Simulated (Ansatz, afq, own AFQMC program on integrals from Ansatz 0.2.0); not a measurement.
AFQMC on a folder of integrals that Ansatz 0.2.0 wrote.

```yaml
crystal:
  periodic: [false, false, false]
  atoms:
    - {symbol: Si, position_ang: [0.362328, 1.707757, 1.498357]}
    - {symbol: N, position_ang: [-0.695976, 2.596833, 0.480488]}
    - {symbol: F, position_ang: [1.652151, 2.624133, 1.910953]}
    - {symbol: H, position_ang: [-0.429014, 1.402469, 2.736750]}
    - {symbol: H, position_ang: [-1.697153, 2.594604, 0.638910]}
    - {symbol: H, position_ang: [-0.456735, 2.882104, -0.461659]}
basis:
  gaussian: {orbitals: def2-SVP}
magnetization: {spin_polarized: true, initial_magnetization: 1}
correlation: {method: ccsd_t, electrons: outside_noble_gas, hamiltonian_folder: ham}
```

```sh
$ ansatz run in.yaml --threads 2 --pin off --events-out ev --progress --plain --max-ram 34560MiB --backend cuda --devices 0, --max-vram 37GiB
```

afq runs on the folder ham with

```
--method phaseless --trial cisd --walkers 4000 --populations 20 --least-time 60 --time-step 0.005 --steps-per-block 50 --equilibration-blocks 28 --max-blocks 4000 --target-error 0.00026 --factor-cut 1e-05 --start spin_pure --seed 1120 --release-times 0.24,0.51,0.99,1.5 --release-step 0.03 --release-every 4 --taylor-order 6
```

Times are imaginary, in 1/Eh. The walk had a cap of 204 s. With eight or more populations the least sampling time is a fifth of least-time, and the error comes from their spread.

Output of the walk:

```
orbitals 54  electrons 10 9  factors 426 of 594
reference energy -444.39266640 Eh
CCSD correlation -0.46132197 Eh in 13 cycles, weight of the determinant in the CISD state 0.8684
energy of the start -444.853791 Eh
 block  time / (1/Eh)  mean weight  energy / Eh
     1     0.250  0.9995  -444.845589
     2     0.500  1.0001  -444.853242
     3     0.750  1.0000  -444.858292
     4     1.000  1.0007  -444.860062
     5     1.250  0.9999  -444.861495
    12     3.000  1.0003  -444.864700
    19     4.750  1.0003  -444.864746
    26     6.500  0.9995  -444.864571
    28     7.000  0.9995  -444.862904
    33     8.250  0.9998  -444.865399
    40    10.000  0.9992  -444.865007
    47    11.750  0.9998  -444.865147
    54    13.500  1.0001  -444.864567
    61    15.250  0.9998  -444.865698
    63    15.750  0.9996  -444.866511
    68    17.000  1.0002  -444.863755
    75    18.750  0.9998  -444.864453
    78    19.500  1.0000  -444.864575
error from the spread of 20 populations
released: time / (1/Eh)  energy / Eh  error  mean overlap
  0.24  -444.865009  0.000216  0.9948
  0.51  -444.865118  0.000210  0.9935
  0.99  -444.865267  0.000210  0.9885
  1.50  -444.865459  0.000332  0.9836
energy -444.864836 +/- 0.000216 Eh
(rows thinned)
```

The run passed its tests (sampling time, drift between the halves within three errors, error under three times the target), which doesn't prove that it has relaxed.

Against this walk (error 5.9 meV) on the same determinant: CCSD(T) 42.6 meV higher, CCSDT(Q) 5.5 meV lower (within the noise). The error is statistical and leaves out the bias of the constraint. Released to 1.50 1/Eh the energy moves by -17 ± 11 meV (both errors), within twice the noise.

Cautions: constraint bias not in the error.

The walk took 86 s on 1 × NVIDIA H100 80GB HBM3 with 4 threads of AMD EPYC 7R13 Processor (Zen 3), on a shared host (the card was shared). The log's last line is the phaseless energy.

CCSDT and higher add their correlation energy to the determinant of the CCSD(T) run, since their own runs factorise the integrals more tightly (a shift of under 2 meV).
